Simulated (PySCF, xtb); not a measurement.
# C2H4B+: 6 structures ranked

6 gas-phase structures of C2H4B+, found in a search over its isomers (lower ones may exist). Each was relaxed with GFN2-xTB:

A. `C=B[CH2+]`, a singlet
B. a singlet given by its coordinates
C. `[BH3-][C+]=[CH+]`, a singlet
D. a singlet given by its coordinates
E. `[BH+]C=C`, a singlet
F. `BC=[CH+]`, a singlet

D (Å):

```yaml
atoms:
  - { symbol: C, position_ang: [-2.3831, 0.7422, -1.5695] }
  - { symbol: C, position_ang: [-1.6291, 1.1265, -0.5155] }
  - { symbol: B, position_ang: [-1.9005, -0.4815, -0.9327] }
  - { symbol: H, position_ang: [-1.7434, -1.6093, -0.7485] }
  - { symbol: H, position_ang: [-2.9327, 1.2788, -2.3160] }
  - { symbol: H, position_ang: [-1.3684, 2.1035, -0.1296] }
  - { symbol: H, position_ang: [-1.1535, 0.3001, 0.1242] }
```

Close contacts (Å): C1–C2 1.35, C1–B3 1.46, C2–B3 1.68, C1–H5 1.07, C2–H6 1.08, C2–H7 1.15, B3–H4 1.15, B3–H7 1.51.

B (Å):

```xyz
7

C     0.0990   -0.0449    0.6331
C    -0.3087    1.1073    0.2746
B     0.5720   -1.3489    1.0400
H     1.4793   -1.4700    1.7666
H    -1.1455    1.2753   -0.4035
H     0.0772   -2.3385    0.6674
H     0.1355    2.0444    0.6121
```

Close contacts (Å): C1–C2 1.27, C1–B3 1.45, C2–H5 1.09, C2–H7 1.09, B3–H4 1.17, B3–H6 1.17.

Problem. Make a reasoned guess at their ranking by r2SCAN-D4/def2-SVP single-point energy.

Solution. Calculated order at r2SCAN-D4/def2-SVP: D (0.000), E (0.095), A (0.564), B (0.885), F (1.772), C (2.388) eV. CCSD(T)/def2-TZVP after further relaxation puts E lowest instead.

Energies above the lowest of each column, in eV; the last columns are at PBE0-D3(BJ)/pcseg-1 geometries and were run for some of them only (a dash: not run or not comparable):

| structure | GFN2-xTB | HF/STO-3G | r2SCAN-D4/def2-SVP | PBE0-D3(BJ)/pcseg-1 | CCSD(T)/def2-TZVP |
| --- | --- | --- | --- | --- | --- |
| D | 0.073 | 0.835 | 0.000 | 0.032 | 0.052 |
| E | 0.100 | 0.000 | 0.095 | 0.000 | 0.000 |
| A | 0.734 | 0.774 | 0.564 | 0.710 | – |
| B | 0.000 | 0.635 | 0.885 | – | – |
| F | 0.706 | 1.441 | 1.772 | – | – |
| C | 1.213 | 4.295 | 2.388 | – | – |

CCSD(T)/def2-TZVP puts E lowest of those it was run on; GFN2-xTB picks B, r2SCAN-D4/def2-SVP picks D. CCSD(T)/def2-TZVP orders those it was run on as E (0.000), D (0.052) eV. Some further structures that were screened fall inside this span and aren't listed. Flexible structures stand in one conformer each, not always the lowest. Frequencies (PBE0-D3(BJ)/pcseg-1) were run for D, E alone.

Over these structures GFN2-xTB departs from r2SCAN-D4/def2-SVP by 0.562 eV on average once a common shift is removed. A GFN2-xTB relaxation took about 0.21 s and the r2SCAN-D4/def2-SVP energy about 10 s on a shared host (PySCF 2.14.0, xtb 6.7.1).
